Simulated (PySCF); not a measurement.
## HS, SMILES `[SH]` (charge 0, multiplicity 2)

Computed with PySCF 2.14.0 with PBE-D3(BJ)/def2-TZVP // PBE0-D4/def2-TZVP.

| Item | Result |
|---|---|
| highest occupied spin orbital | -6.12 eV |
| dipole moment | 0.181 e·Å |
| total energy | -398.5778 Ha |
| cost | around 6 core-seconds (rough) |

Bonded distances (Å): S1–H2 1.346.
Charge 0, spin multiplicity 2.
